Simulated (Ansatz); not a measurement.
Ideal-gas functions of C2H2ClFO2 (`O=COC(F)Cl`) at 800 K and 1 bar, from an Ansatz frequency run at PBE0-D4/def2-TZVP.

Molar mass 112.49 g/mol, point group C1 (symmetry number 1), electronic degeneracy 1, moments of inertia 111.89, 235.435, 307.182 u Å². Harmonic wavenumbers (cm⁻¹, unscaled): 40, 207, 249, 387, 432, 517, 766, 846, 1031, 1045, 1165, 1187, 1332, 1367, 1402, 1853, 3086, 3158.

Use S(trans) = R[1.5 ln M + 2.5 ln T − 1.1517]; rotational temperatures θ = 24.2544 K / I; S(rot) = R[ln(√π/σ · √(T³/θAθBθC)) + 1.5]; for each mode x = 1.438777 ν̃/T, S = R[x/(eˣ − 1) − ln(1 − e⁻ˣ)] and H = RT x/(eˣ − 1); 1 cm⁻¹ = 0.0119627 kJ/mol; R = 8.31446 J/(mol·K).

Q: By hand: the entropy, in J/(mol·K).

A: Translation 188.3. Rotation: θ = 0.2168, 0.103, 0.079 K, giving 127.0. Vibration, mode by mode: 30.20, 16.58, 15.06, 11.49, 10.62, 9.21, 6.28, 5.58, 4.28, 4.19, 3.54, 3.43, 2.79, 2.66, 2.53, 1.33, 0.21, 0.19, in all 130.2. Electronic 0.0. Sum 445.5 J/(mol·K).

Q: By hand: H − E and G − E in kJ/mol, counted from the electronic energy.

A: Zero-point energy ½ × 20070 × 0.0119627 = 120.0; thermal vibration 50.2; translation, rotation and pV give 4 RT = 26.6. H − E = 196.8 kJ/mol, and G − E = 196.8 − 800 × 445.5/1000 = -159.6 kJ/mol.

Vibration gives 29 % of the entropy, 30.2 J/(mol·K) of it from the mode under 150 cm⁻¹: soft modes count most, and the harmonic formula is weakest for them. The sum counts one conformer and one mirror image; others add a mixing term.
